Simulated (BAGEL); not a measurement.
# CCl2 (dichloromethylene): B3LYP/6-31G(d) (density fitting with qzvpp-jkfit, spherical functions)

What is the energy change on altering one bond length of CCl2 (dichloromethylene) at B3LYP/6-31G* (density fitting with qzvpp-jkfit, spherical functions)? 

Program for the calculation: BAGEL 1.2.2.

1 further run of the same task is left out (set aside as unsound or not needed).

### Step 1. The system as given

The species is CCl2 (3 atoms), meant as a singlet with charge 0. As SMILES, `Cl[C]Cl`. Geometry: relaxed at PBE0-D4/def2-TZVP.

Bond lengths: Cl1–C2 1.708 Å, C2–Cl3 1.708 Å. Angles: Cl1–C2–Cl3 109.5°.

### Step 2. The energy at B3LYP/6-31G(d) (density fitting with qzvpp-jkfit, spherical functions)

The input, input.json:

```json
{ "bagel": [

{
  "title": "molecule",
  "basis": "6-31gs.json",
  "df_basis": "qzvpp-jkfit",
  "angstrom": true,
  "geometry": [
    { "atom": "Cl", "xyz": [       1.236700,      -0.329300,       0.644300 ] },
    { "atom": "C", "xyz": [      -0.231600,      -0.585100,      -0.189800 ] },
    { "atom": "Cl", "xyz": [      -1.005100,       0.914500,      -0.454500 ] }
  ]
},

{
  "title": "ks",
  "xc_func": "b3lyp"
},

{
  "title": "print",
  "file": "orbitals.molden",
  "orbitals": true
}

]}
```

The basis set 6-31G* is read from a file made from the Basis Set Exchange's data (not shown).

Command:

```
BAGEL_NUM_THREADS=1 BAGEL input.json > input.out
```

The log of the run:

```text
* using 1 threads per process

  ===============================================================
  ===============================================================

  *** Geometry ***

  { "atom" : "Cl", "xyz" : [      2.337024,     -0.622287,      1.217551 ] },
  { "atom" : "C", "xyz" : [     -0.437661,     -1.105679,     -0.358670 ] },
  { "atom" : "Cl", "xyz" : [     -1.899364,      1.728155,     -0.858881 ] },

  Number of auxiliary basis functions:      331

  Since a DF basis is specified, we compute 2- and 3-index integrals:
    o Being stored without compression. Storage requirement is 0.007 GB

  Number of basis functions:       50
  Number of electrons      :       40

    * METHOD: MOLECULE                             0.07

  *** Kohn-Sham DFT ***

    * Removing 4072 points whose weight is below 1.00e-10
    * Grid points: 40646

  === Nuclear Repulsion ===
   118.0340690319

       - DIIS with orbital gradients will be used.

  === KS iteration (b3lyp / 6-31gs.json) ===
      0       -948.33110724          0.14088377           0.08
      1       -951.01461764          0.15204251           0.07
      2       -953.13305032          0.10631616           0.07
      3       -957.47488975          0.06312584           0.07
      4       -958.27762808          0.02121902           0.07
      5       -958.34110720          0.01179222           0.07
      6       -958.37308244          0.00113562           0.07
      7       -958.37346245          0.00024703           0.07
      8       -958.37348421          0.00002756           0.07
      9       -958.37348450          0.00000348           0.07
     10       -958.37348450          0.00000282           0.07
     11       -958.37348450          0.00000066           0.07
     12       -958.37348450          0.00000014           0.07
     13       -958.37348450          0.00000003           0.07
     14       -958.37348450          0.00000001           0.07
     15       -958.37348450          0.00000000           0.07
    * SCF iteration converged.

    * Permanent dipole moment:
           (   -0.162528,    -0.410399,    -0.133166) a.u.

    * METHOD: KS                                   1.23

    * METHOD: PRINT                                0.00

  ===============================================================
```

Run time: 1.5 s. Hardware: 1 thread of Arm Neoverse V2, shared host; peak memory 0.14 GiB.

### Step 3. The distorted shape, same level

The input, input.json:

```json
{ "bagel" : [

{
  "title" : "molecule",
  "basis" : "6-31gs.json",
  "df_basis" : "qzvpp-jkfit",
  "angstrom" : true,
  "geometry" : [
    { "atom" : "Cl", "xyz" : [       1.352740,      -0.554268,       0.684010 ] },
    { "atom" : "C", "xyz" : [      -0.115560,      -0.810068,      -0.150090 ] },
    { "atom" : "Cl", "xyz" : [      -1.005100,       0.914500,      -0.454500 ] }
  ]
},

{
  "title" : "ks",
  "xc_func" : "b3lyp"
},

{
  "title" : "print",
  "file" : "orbitals.molden",
  "orbitals" : true
}

]}
```

The basis set 6-31G* is read from a file made from the Basis Set Exchange's data (not shown).

Command:

```
BAGEL_NUM_THREADS=1 BAGEL input.json > input.out
```

The log of the run:

```text
* using 1 threads per process

  ===============================================================
  ===============================================================

  *** Geometry ***

  { "atom" : "Cl", "xyz" : [      2.556308,     -1.047415,      1.292592 ] },
  { "atom" : "C", "xyz" : [     -0.218377,     -1.530807,     -0.283629 ] },
  { "atom" : "Cl", "xyz" : [     -1.899364,      1.728155,     -0.858881 ] },

  Number of auxiliary basis functions:      331

  Since a DF basis is specified, we compute 2- and 3-index integrals:
    o Being stored without compression. Storage requirement is 0.007 GB

  Number of basis functions:       50
  Number of electrons      :       40

    * METHOD: MOLECULE                             0.07

  *** Kohn-Sham DFT ***

    * Removing 3842 points whose weight is below 1.00e-10
    * Grid points: 40876

  === Nuclear Repulsion ===
   110.0238711319

       - DIIS with orbital gradients will be used.

  === KS iteration (b3lyp / 6-31gs.json) ===
      0       -948.85650796          0.13154785           0.09
      1       -948.91693733          0.15612181           0.07
      2       -951.28749826          0.10738429           0.07
      3       -955.37190292          0.10241423           0.07
      4       -957.91197999          0.03754294           0.07
      5       -957.80056070          0.03793062           0.07
      6       -958.30627778          0.01604978           0.07
      7       -958.36370472          0.00257803           0.07
      8       -958.36552791          0.00099920           0.07
      9       -958.36578061          0.00005752           0.07
     10       -958.36578191          0.00002203           0.07
     11       -958.36578217          0.00001020           0.07
     12       -958.36578222          0.00000322           0.07
     13       -958.36578222          0.00000222           0.07
     14       -958.36578222          0.00000036           0.07
     15       -958.36578222          0.00000010           0.07
     16       -958.36578222          0.00000002           0.07
     17       -958.36578222          0.00000001           0.07
     18       -958.36578222          0.00000000           0.07
    * SCF iteration converged.

    * Permanent dipole moment:
           (   -0.569426,     0.079396,    -0.304376) a.u.

    * METHOD: KS                                   1.44

    * METHOD: PRINT                                0.00

  ===============================================================
```

Wall time 1.7 s (1 thread of Arm Neoverse V2, shared host); peak memory 0.14 GiB.

### Step 4. Summary of results

Level: B3LYP/6-31G* (density fitting with qzvpp-jkfit, spherical functions).

```
                                                          quantity          value
                                         first shape: total energy  -958.37348 Eh
                                        first shape: dipole moment         1.17 D
                                          first shape: HOMO energy       -7.05 eV
                                          first shape: LUMO energy       -3.32 eV
                                        first shape: HOMO–LUMO gap        3.74 eV
                                     distorted shape: total energy  -958.36578 Eh
                                    distorted shape: dipole moment         1.65 D
                                      distorted shape: HOMO energy       -7.76 eV
                                      distorted shape: LUMO energy       -3.94 eV
                                    distorted shape: HOMO–LUMO gap        3.82 eV
energy change with the C2–Cl3 bond stretched from 1.708 to 1.964 Å       0.210 eV
```

With the C2–Cl3 bond stretched from 1.708 to 1.964 Å the energy rises by 0.21 eV (20.2 kJ/mol). The first shape isn't relaxed at this level, so the change isn't measured from a minimum.
